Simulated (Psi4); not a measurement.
# CH2AlN (SMILES N#[C][AlH2]): levels of theory compared

Wanted: a comparison of 5 runs (HF/STO-3G, r2SCAN/STO-3G, FT97/aug-cc-pwCVTZ, MP3/2ZaPa-NR) of CH2AlN. 

Program for the calculation: Psi4 1.11.

4 further runs of the same task are left out: 1 that didn't finish, 3 set aside as unsound or not needed.

## 1. The molecule

CH2AlN has 5 atoms, charge 0, and is taken as a singlet. As SMILES, `N#[C][AlH2]`. Geometry: relaxed at PBE0-D4/def2-TZVP.

Bond lengths: N1–C2 1.154 Å, C2–Al3 1.938 Å, Al3–H4 1.573 Å, Al3–H5 1.572 Å. Angles: N1–C2–Al3 180.0°, C2–Al3–H4 117.0°, C2–Al3–H5 117.0°, H4–Al3–H5 126.1°.

## 2. The energy at HF/STO-3G (run 1)

The input, input.dat:

```
memory 1.6 GB

molecule {
  N      1.382300    -1.346000     1.394200
  C      0.714200    -0.698000     0.711800
  Al    -0.407200     0.390000    -0.434600
  H     -1.629700    -0.322900    -1.120200
  H     -0.009700     1.903200    -0.592600
  units angstrom
  symmetry c1
  no_reorient
  no_com
}

set globals {
  reference     rhf
  puream        true
  e_convergence 1e-09
  d_convergence 1e-08
  scf_type      pk
}

e, wfn = energy("scf/STO-3G", return_wfn=True)
oeprop(wfn, "QUADRUPOLE", "DIPOLE", "MULLIKEN_CHARGES")
print_variables()
```

Command:

```console
psi4 -n 1 input.dat output.dat
```

output.dat:

```text
[...]
  Running in c1 symmetry.
[...]
  Nuclear repulsion =   69.014155576228063
[...]
  Multiplicity = 1
[...]
  Nalpha       = 14
  Nbeta        = 14
[...]
    Number of basis functions: 21
[...]
   @RHF iter   1:  -331.21842296633349   -2.37680e+00   1.88052e-02 ADIIS/DIIS
[...]
   @RHF iter  10:  -331.31575372225751   -3.41061e-12   5.38830e-09 DIIS
[...]
    Orbital Energies [Eh]
    ---------------------
    Doubly Occupied:
       1A    -57.858614     2A    -15.294161     3A    -10.942208
       4A     -4.778786     5A     -3.007105     6A     -3.005894
       7A     -3.005841     8A     -1.114898     9A     -0.607056
      10A     -0.475142    11A     -0.399902    12A     -0.392113
      13A     -0.379776    14A     -0.361883
[...]
  @RHF Final Energy:  -331.31575372225751
   => Energetics <=
    Nuclear Repulsion Energy =             69.0141555762280632
    One-Electron Energy =                -597.4130588237753727
    Two-Electron Energy =                 197.0831495252898264
    Total Energy =                       -331.3157537222574547
[...]
 Multipole Moments:
 ------------------------------------------------------------------------------------
     Multipole            Electronic (a.u.)      Nuclear  (a.u.)        Total (a.u.)
 ------------------------------------------------------------------------------------
 L = 1.  Multiply by 2.5417464519 to convert [e a0] to [Debye]
 Dipole X            :        -14.1304517           13.2815621           -0.8488896
 Dipole Y            :         13.9755541          -13.1519269            0.8236271
 Dipole Z            :        -13.4673120           12.5999379           -0.8673741
 Magnitude           :                                                    1.4667355
 L = 2.  Multiply by 1.3450342976 to convert [e a0^2] to [Debye ang]
 Quadrupole XX       :        -94.1821323           75.8756035          -18.3065288
 Quadrupole XY       :         64.3017415          -62.7501623            1.5515792
[...]
  Mulliken Charges: (a.u.)
   Center  Symbol    Alpha    Beta     Spin     Total
       1     N     3.62141  3.62141  0.00000 -0.24282
       2     C     3.11890  3.11890  0.00000 -0.23781
       3    AL     6.01274  6.01274  0.00000  0.97452
       4     H     0.62347  0.62347  0.00000 -0.24695
       5     H     0.62347  0.62347  0.00000 -0.24694
   Total alpha = 14.00000, Total beta = 14.00000, Total charge = -0.00000
  Variable Map:
  ----------------------------------------------------------------------------
  "CURRENT ENERGY"           =>    -331.315753722258
[...]
```

It took 1.6 s on 1 thread of Intel Xeon 6975P-C (Granite Rapids), shared host; peak memory 0.18 GiB.

## 3. Energy and gradient at r2SCAN/STO-3G (run 2)

The input, job.in:

```
memory 1600 MB

molecule mol {
  N      1.382300    -1.346000     1.394200
  C      0.714200    -0.698000     0.711800
  Al    -0.407200     0.390000    -0.434600
  H     -1.629700    -0.322900    -1.120200
  H     -0.009700     1.903200    -0.592600
  units angstrom
  symmetry c1
}

set basis STO-3G
set puream true
set e_convergence 1e-09
set d_convergence 1e-08
set scf_type pk
set dft_radial_points 99
set dft_spherical_points 590

energy_value, wavefunction = gradient("r2scan", return_wfn=True)
print_variables()
```

Command:

```console
psi4 job.in job.out -n 1
```

job.out:

```text
[...]
  Running in c1 symmetry.
[...]
  Nuclear repulsion =   69.014155576228063
[...]
  Multiplicity = 1
[...]
  Nalpha       = 14
  Nbeta        = 14
[...]
    Number of basis functions: 21
[...]
   @RKS iter   1:  -332.17678714220352   -1.35480e+00   1.88943e-02 DIIS/ADIIS
[...]
   @RKS iter   9:  -332.27850956613122   -2.21689e-12   2.96983e-09 DIIS
[...]
    Orbital Energies [Eh]
    ---------------------
    Doubly Occupied:
       1A    -55.175170     2A    -13.923943     3A     -9.779260
       4A     -3.938174     5A     -2.420193     6A     -2.410857
       7A     -2.408361     8A     -0.796851     9A     -0.401066
      10A     -0.285750    11A     -0.240763    12A     -0.231522
      13A     -0.210024    14A     -0.192428
[...]
  @RKS Final Energy:  -332.27850956613122
   => Energetics <=
    Nuclear Repulsion Energy =             69.0141555762280632
    One-Electron Energy =                -597.2900937910573020
    Two-Electron Energy =                 227.7132265160426527
    DFT Exchange-Correlation Energy =     -31.7157978673446124
    Empirical Dispersion Energy =           0.0000000000000000
    VV10 Nonlocal Energy =                  0.0000000000000000
    Total Energy =                       -332.2785095661312198
[...]
 Multipole Moments:
 ------------------------------------------------------------------------------------
     Multipole            Electronic (a.u.)      Nuclear  (a.u.)        Total (a.u.)
 ------------------------------------------------------------------------------------
 L = 1.  Multiply by 2.5417464519 to convert [e a0] to [Debye]
 Dipole X            :          0.6325858           -1.4258200           -0.7932342
 Dipole Y            :         -0.6135584            1.3831863            0.7696279
 Dipole Z            :          0.6471259           -1.4576532           -0.8105272
 Magnitude           :                                                    1.3705846
[...]
  -Total Gradient:
     Atom            X                  Y                   Z
    ------   -----------------  -----------------  -----------------
       1       -0.071645339868     0.069495294381    -0.073190316899
       2        0.081643158572    -0.079205114467     0.083418720104
       3        0.005325492292    -0.005148555095     0.005443485924
       4       -0.022989689520    -0.013321910651    -0.012920326805
       5        0.007398012548     0.028440507342    -0.003025350867
[...]
```

Run time: 7.2 s. Hardware: 1 thread of Intel Xeon 6975P-C (Granite Rapids), shared host; peak memory 0.59 GiB.

## 4. The energy at FT97/aug-cc-pwCVTZ (Coulomb fitting set) (run 3)

The input, ch2aln.xyz:

```xyz
5
CH2AlN
N      1.382300    -1.346000     1.394200
C      0.714200    -0.698000     0.711800
Al    -0.407200     0.390000    -0.434600
H     -1.629700    -0.322900    -1.120200
H     -0.009700     1.903200    -0.592600
```

The input, run.py:

```python
import psi4

psi4.set_memory(1600000000)
psi4.set_num_threads(1)
psi4.set_output_file('run.log', False)

with open('ch2aln.xyz') as f:
    atoms = ''.join(f.readlines()[2:])
geom = psi4.geometry('0 1\n' + atoms + '')

psi4.set_options({
    'basis': 'aug-cc-pwCVTZ',
    'scf_type': 'mem_df',
    'df_basis_scf': 'def2-universal-jfit',
})

e, wfn = psi4.energy("ft97", return_wfn=True)
print(f'ft97 energy: {e:.10f} Eh')
```

Command:

```console
python run.py
```

run.log:

```text
[...]
  Running in c1 symmetry.
[...]
  Nuclear repulsion =   69.014155576228063
[...]
  Multiplicity = 1
[...]
  Nalpha       = 14
  Nbeta        = 14
[...]
    Number of basis functions: 239
[...]
   @DF-RKS iter   1:  -336.18429921569259   -5.01865e-01   3.01327e-03 ADIIS/DIIS
[...]
   @DF-RKS iter   9:  -336.42467851259943   -4.15068e-08   4.82663e-07 DIIS
[...]
    Orbital Energies [Eh]
    ---------------------
    Doubly Occupied:
       1A    -55.452578     2A    -13.993965     3A     -9.903671
       4A     -3.982666     5A     -2.576452     6A     -2.566947
       7A     -2.563692     8A     -0.826885     9A     -0.463517
      10A     -0.356494    11A     -0.319655    12A     -0.316683
      13A     -0.301732    14A     -0.290858
[...]
  @DF-RKS Final Energy:  -336.42467851259943
   => Energetics <=
    Nuclear Repulsion Energy =             69.0141555762280632
    One-Electron Energy =                -600.3616379358838913
    Two-Electron Energy =                 226.4925220491950313
    DFT Exchange-Correlation Energy =     -31.5697182021386311
    Empirical Dispersion Energy =           0.0000000000000000
    VV10 Nonlocal Energy =                  0.0000000000000000
    Total Energy =                       -336.4246785125994279
[...]
 Multipole Moments:
 ------------------------------------------------------------------------------------
     Multipole            Electronic (a.u.)      Nuclear  (a.u.)        Total (a.u.)
 ------------------------------------------------------------------------------------
 L = 1.  Multiply by 2.5417464519 to convert [e a0] to [Debye]
 Dipole X            :          0.6853329           -1.4258200           -0.7404871
 Dipole Y            :         -0.6647538            1.3831863            0.7184325
 Dipole Z            :          0.7010828           -1.4576532           -0.7565704
 Magnitude           :                                                    1.2794003
[...]
```

Standard output:

```text
ft97 energy: -336.4246785126 Eh
```

It took 9.9 s on 1 thread of Intel Xeon 6975P-C (Granite Rapids), shared host; peak memory 0.96 GiB.

Run 4 isn't shown in full; the table further down has it.

## 5. The energy at MP3/2ZaPa-NR (run 5)

The input, ch2aln.py:

```python
import psi4

psi4.set_memory(1600000000)
psi4.set_num_threads(1)
psi4.set_output_file('ch2aln.out', False)

geom = psi4.geometry("""
0 1
N      1.382300    -1.346000     1.394200
C      0.714200    -0.698000     0.711800
Al    -0.407200     0.390000    -0.434600
H     -1.629700    -0.322900    -1.120200
H     -0.009700     1.903200    -0.592600
symmetry c1
""")

psi4.set_options({
    'basis': '2ZaPa-NR',
    'reference': 'rhf',
    'scf_type': 'pk',
    'mp_type': 'conv',
})

E, wfn = psi4.energy("mp3", return_wfn=True)
print('E =', round(E, 9))
for k, v in sorted(psi4.core.scalar_variables().items()):
    print(f'{k:45s} {v:18.10f}')
```

Command:

```console
python ch2aln.py
```

ch2aln.out:

```text
[...]
  Running in c1 symmetry.
[...]
  Nuclear repulsion =   69.014155576228063
[...]
  Multiplicity = 1
[...]
  Nalpha       = 14
  Nbeta        = 14
[...]
    Number of basis functions: 75
[...]
   @RHF iter   1:  -335.36317155475797   -1.26781e+00   3.69078e-03 DIIS/ADIIS
[...]
   @RHF iter  11:  -335.41208671200991   -5.79803e-12   3.78764e-09 DIIS
[...]
    Orbital Energies [Eh]
    ---------------------
    Doubly Occupied:
       1A    -58.520954     2A    -15.586245     3A    -11.251167
       4A     -4.937637     5A     -3.252362     6A     -3.249952
       7A     -3.248148     8A     -1.220952     9A     -0.701399
      10A     -0.574119    11A     -0.514492    12A     -0.489982
      13A     -0.477724    14A     -0.455366
[...]
  @RHF Final Energy:  -335.41208671200991
   => Energetics <=
    Nuclear Repulsion Energy =             69.0141555762280632
    One-Electron Energy =                -599.8914895137098711
    Two-Electron Energy =                 195.4652472254718703
    Total Energy =                       -335.4120867120099092
[...]
 Multipole Moments:
 ------------------------------------------------------------------------------------
     Multipole            Electronic (a.u.)      Nuclear  (a.u.)        Total (a.u.)
 ------------------------------------------------------------------------------------
 L = 1.  Multiply by 2.5417464519 to convert [e a0] to [Debye]
 Dipole X            :          0.5912241           -1.4258200           -0.8345959
 Dipole Y            :         -0.5734361            1.3831863            0.8097503
 Dipole Z            :          0.6049106           -1.4576532           -0.8527426
 Magnitude           :                                                    1.4420179
[...]
	SCS-MP2 Total Energy (a.u.)        :  -335.78008780699889
	SOS-MP2 Total Energy (a.u.)        :  -335.77840815093958
[...]
	SOS-PI-MP2 Total Energy (a.u.)     :  -335.80658672316497
[...]
	MP2 Total Energy (a.u.)            :  -335.78344711911745
[...]
	SCS-MP3 Total Energy (a.u.)        :  -335.78269408106854
[...]
	MP3 Total Energy (a.u.)            :  -335.79387221539599
[...]
```

Wall time 5.4 s (1 thread of Intel Xeon 6975P-C (Granite Rapids), shared host); peak memory 0.45 GiB.

## 6. The series

| run | level | task | integration grid | energy (Eh) | dipole moment (D) | HOMO energy (eV) | LUMO energy (eV) | wall time |
| --- | --- | --- | --- | --- | --- | --- | --- | --- |
| 1 | HF/STO-3G | energy | – | -331.315754 | 3.73 | -9.85 | 6.98 | 1.6 s |
| 2 | r2SCAN/STO-3G | gradient | 99 radial × 590 angular | -332.278510 | 3.48 | -5.24 | 1.59 | 7.2 s |
| 3 | FT97/aug-cc-pwCVTZ (Coulomb fitting set) | energy | 75 radial × 302 angular | -336.424679 | 3.25 | -7.91 | -3.25 | 9.9 s |
| 4 | FT97/aug-cc-pwCVTZ (density fitting) | energy | 75 radial × 302 angular | -336.424855 | 3.25 | -7.92 | -3.25 | 9.6 s |
| 5 | MP3/2ZaPa-NR | energy | – | -335.793872 | – | -12.39 | -0.01 | 5.4 s |

## 7. Summary of results

```
                                    quantity          value
                         run 5: total energy  -335.79387 Eh
  run 5: HOMO energy (Hartree–Fock orbitals)      -12.39 eV
  run 5: LUMO energy (Hartree–Fock orbitals)       -0.01 eV
run 5: HOMO–LUMO gap (Hartree–Fock orbitals)       12.38 eV
                   run 5: correlation energy     -381.8 mEh
```

Over runs 1, 2, 3, 4 the dipole moment (its size) runs from 3.25 D (FT97/aug-cc-pwCVTZ) to 3.73 D (HF/STO-3G). The two ends differ in method and basis. Over runs 1, 2, 3, 4 the HOMO–LUMO gap runs from 4.67 eV (FT97/aug-cc-pwCVTZ) to 16.83 eV (HF/STO-3G). Totals of different functionals can't be ranked against each other. In runs 1, 2 the basis is minimal, so the values are rough. All runs together took 34 s, the longest 9.9 s.
